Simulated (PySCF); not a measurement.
Ionisation of chlorine molecule

Parent: chlorine molecule, `ClCl` (Cl2). Optimised structure (Å), atoms numbered from 1:
```
Cl    1.0155   -0.0066   -0.0047
Cl   -1.0100    0.0092   -0.0236
```

Computed at ωB97X-D3(BJ)/ma-def2-TZVP // PBE0-D3(BJ)/def2-SVP with PySCF (density fitting, grid level 2). The prefix ma- adds one diffuse s and one diffuse p function on all atoms but H. Thermal corrections: PBE0-D3(BJ)/def2-SVP frequencies, unscaled, ideal gas at 298.15 K and 1 bar, quasi-RRHO entropy.

Frontier levels of the parent: HOMO -11.34 eV, LUMO -1.24 eV.

Oxidation to the radical cation:
```
Vertical ionisation energy (electronic)              : 11.77 eV
Adiabatic ionisation energy (with zero-point energy) : 11.53 eV
Adiabatic, electronic part                           : 11.53 eV
Vertical gap at the product's structure              : 11.51 eV
Inner reorganisation energy (four-point)             : 263 meV
Relaxation of product / of parent                    : 246 / 16 meV
⟨S²⟩ of the product                                  : 0.756
Largest spin populations                             : Cl2 0.50, Cl1 0.50
Largest changes of atomic charge                     : Cl1 0.50, Cl2 0.50
Distances that move most (Å)                         : Cl1–Cl2 2.026 → 1.924
Potential in acetonitrile                            : 8.66 V absolute, 4.12 V against Fc+/Fc computed at 4.54 V (solvation -3 → -277 kJ/mol)
```

Solvents are IEF-PCM continua (electrostatics only, gas-phase structures); absolute potentials refer to an electron at rest in vacuum. Fc+/Fc in acetonitrile, 4.54 V, is ωB97X-D3(BJ)/ma-def2-TZVP on PBE0-D3(BJ)/def2-SVP structures with GFN2-xTB thermal terms. Benchmark calculations put it near 5.0 V in acetonitrile and DMSO, so it is about 0.5 V low, and the value against it can read up to that much too high.

Against the Active Thermochemical Tables (version 1.112): ionisation energy to the radical cation 11.48 (computed 11.53, error 0.05) eV.

Measured values (NIST Chemistry WebBook, evaluated or the median of agreeing entries): vertical ionisation energy 11.54 eV (computed 11.77, difference 0.23); adiabatic ionisation energy 11.48 eV (computed 11.53, difference 0.05).

Known limits: spin-orbit coupling is left out of the energies, which matters for open shells on the heavier atoms; the split of the reorganisation energy is sensitive to the structures, which come from another level (PBE0-D3(BJ)/def2-SVP).
